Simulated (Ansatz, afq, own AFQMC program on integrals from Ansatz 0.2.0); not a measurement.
Where AFQMC and coupled cluster stand for BSiH$_{5}$, singlet

```xyz
7

B    -2.1156    0.0401    0.0000
H    -2.7123    1.0737    0.0000
H    -2.7123   -0.9935    0.0000
H    -0.8056    0.0401    0.0000
Si    0.9274    0.0401    0.0000
H     1.5396   -0.8342    1.0900
H     1.5396   -0.8342   -1.0900
```

Basis cc-pVDZ. Noble-gas cores (and the filled d shells of Ga–Kr and In–Xe) are frozen. AFQMC by an in-house program on the Cholesky factors that Ansatz 0.2.0 writes for its CCSD(T) run. ph-AFQMC/CISD is guided by a CISD state made of CCSD amplitudes; releasing the constraint for a short imaginary time cuts its bias at the price of noise, slowly where states lie close. Uncertainties: one standard error, sampling alone.

Determinant: RHF, the one that the program's search chose, which needn't be the lowest solution. The geometry is a point of a scan.

No full CI on the walks' own integrals is used here; CCSDT(Q) serves as the reference and is uncertain by about the last step of the cluster series.

Cautions: restricted determinant unstable towards unrestricted (UHF 16 meV lower, ⟨S²⟩ 0.19).

The T1 diagnostic is 0.0147. The weight of the determinant in the CISD state is 0.861. The size of the correlated space is 12 electrons in 51 orbitals.

Reference: CCSDT(Q), correlation energy -6.783 eV. The released energy is read at 2.40 1/Eh (meV from the phaseless value at times in 1/Eh: -4 ± 4 at 0.24, -6 ± 4 at 0.51, -9 ± 3 at 0.99, -7 ± 3 at 1.62, -10 ± 3 at 2.40).

```csv
level,E − E(reference) (kcal/mol),share of correlation (%)
HF,156.43,0.00
MP2,35.78,77.13
CCSD,4.45,97.16
CCSD(T),0.93,99.41
CCSDT,0.16,99.90
ph-AFQMC/HF,0.33 ± 0.65,99.79
ph-AFQMC/CISD,0.20 ± 0.08,99.87
released AFQMC,-0.04 ± 0.08,100.03
```

A walk keeps the symmetry of its determinant, which the program's search chose and which needn't be the lowest solution, so a lower state of the same spin and another symmetry isn't excluded. Released energies are given only where the last usable release times agree within the noise; a slower fall can still hide under it.
